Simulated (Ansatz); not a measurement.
C$_{2}$HFO$_{2}$ (`O=C1OC1F`). Total charge 0; spin multiplicity 1.

| atom | x (Å) | y (Å) | z (Å) |
| --- | --- | --- | --- |
| O1 | 0.999 | -0.611 | 1.640 |
| C2 | 0.318 | -0.371 | 0.710 |
| O3 | -0.888 | -0.698 | 0.230 |
| C4 | -0.078 | 0.257 | -0.528 |
| F5 | -0.556 | 1.499 | -0.531 |
| H6 | 0.205 | -0.077 | -1.521 |

(1) List the harmonic frequencies (cm⁻¹, unscaled) at PBE0-D4/def2-TZVP in Ansatz. (An estimate is asked.)

(2) Is this a minimum?

(3) Give the ideal-gas thermochemistry at 298.15 K and 1 bar (rigid rotor, harmonic oscillator; point group C1, symmetry number 1).

(4) And at 400, 500, 600, 800 and 1000 K?

Results:

(1) Computed: 252, 466, 548, 718, 757, 945, 1109, 1204, 1254, 1382, 2064, 3185.

(2) Yes, all 12 modes are real.

(3) Zero-point energy 83.0 kJ/mol; H(298) − E = 96.2 kJ/mol; entropy 282.8 J/(mol·K), of which translation 162.9, rotation 103.9, vibration 16.0; G(298) − E = 11.9 kJ/mol.

(4) 
| T (K) | H − E (kJ/mol) | S (J/mol/K) | G − E (kJ/mol) |
| --- | --- | --- | --- |
| 400 | 103.2 | 302.9 | -18.0 |
| 500 | 111.2 | 320.8 | -49.2 |
| 600 | 120.1 | 337.0 | -82.1 |
| 800 | 139.9 | 365.4 | -152.4 |
| 1000 | 161.5 | 389.5 | -227.9 |
